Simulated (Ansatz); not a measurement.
Input file:

```yaml
crystal:
  periodic: [false, false, false]
  atoms:
    - {symbol: B, position_ang: [0.003254, -0.003264, -0.007049]}
    - {symbol: H, position_ang: [0.475728, 0.483030, 1.050255]}
    - {symbol: H, position_ang: [-0.482537, -0.474149, 1.051196]}
    - {symbol: H, position_ang: [-0.468659, 0.468138, -1.071326]}
    - {symbol: H, position_ang: [0.440568, -0.442006, -0.954512]}
basis:
  gaussian: {orbitals: cc-pVDZ}
total_charge: 1
magnetization: {spin_polarized: true, initial_magnetization: 2}
hamiltonian: {xc: {name: B2PLYP}}
correlation: {electrons: outside_noble_gas}
```

```sh
$ ansatz run in.yaml --threads 1 --pin off --events-out ev --progress --plain --max-ram 2393MiB
```

Output:

```
305 factors; integrals over basis functions are off by at most 1.7e-3 eV
mean field evaluation 1: about -723.8688 eV, gradient 1.0e1 eV
mean field evaluation 2: about -723.8682 eV, gradient 1.0e1 eV
mean field evaluation 4: about -724.6403 eV, gradient 4.4e-1 eV
mean field evaluation 8: about -724.6424 eV, gradient 4.0e-3 eV
mean field evaluation 16: about -724.6424 eV, gradient 4.1e-6 eV
mean field -724.64242050 eV, -26.6301177732 hartree, gradient 4.1e-6 eV, S^2 2.005736; 0 other end points of the search recorded, 0 dependent functions left out
1 core orbitals not correlated: weight in the atoms' cores, before any rotation towards them, 1.000 or more for the frozen orbitals, at most 0.000 for the correlated occupied ones
reference -724.64252812 eV, -26.6301217282 hartree; 4, 2 occupied and 29, 31 virtual orbitals, 305 factors
second order -2.84407078 eV of doubles, -0.00000000 eV of singles
Total energy: -725.41042723 eV, -26.6583415000 hartree
```

Ran on 1 thread of Arm Neoverse V1, shared host: 0.63 s wall, 0.08 GiB peak host memory.
